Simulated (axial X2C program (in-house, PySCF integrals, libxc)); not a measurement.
**POP: bond lengths and stretches, held linear**

One table from this session's results is given with a row withheld; the runs are named, their logs left out.

Method: all-electron X2C, two-component (2c) or spin-free, P dyall-v3z, O dyall-av3z; program: an in-house X2C program for linear molecules on PySCF integrals.

All values are calculated.

2 further runs of the same task are left out: 2 set aside as unsound or not needed.

Set-up of the first run:

task.json reads:

```json
{"zs": [15, 8, 15], "q": 0, "bas": ["dyall-v3z", "dyall-av3z", "dyall-v3z"], "r0": [1.74, 1.74], "symm": 1, "scan": ["PBE0", "HF", "r2SCAN"], "levels": ["PBE0", "HF", "r2SCAN"], "nst": 2}
```

Keys: zs atomic numbers; q charge; bas basis sets; r0 starting distance in Å; symm equal bonds; scan levels of the two-bond scan (MP2 follows by itself at each HF point); levels methods; nst determinants followed.

Launch:

```bash
$ python solin.py task.json out
```

Masses P 30.974, O 15.995, P 30.974 u.

Among the steps run: Scan at PBE0, 2c; Scan at HF, 2c; Scan at r2SCAN, 2c.

One of the session's tables, all rows but one given; the rest of the session is left out.

```
            level  r(P–O) (Å)  r(O–P) (Å)  lower stretch (cm⁻¹)  upper stretch (cm⁻¹)
         PBE0, 2c       1.635       1.635                 525.4                1084.6
           HF, 2c       1.614       1.614                 553.6                1126.6
       r2SCAN, 2c       1.640       1.640                 515.9                1067.8
          MP2, 2c           ?           ?                     ?                     ?
  PBE0, spin-free       1.635       1.635                 525.5                1084.6
    HF, spin-free       1.614       1.614                 553.6                1126.7
r2SCAN, spin-free       1.640       1.640                 516.0                1067.9
   MP2, spin-free       1.645       1.645                 515.2                1069.6
```

**Question.** Estimate the row for MP2, 2c.

**Answer.** r(P–O) (Å): 1.645; r(O–P) (Å): 1.645; lower stretch (cm⁻¹): 515.1; upper stretch (cm⁻¹): 1069.5.

Scans not shown above were run alike.

Caveats from the session: The molecule was held linear; bending was not examined, so a bent shape may lie lower.
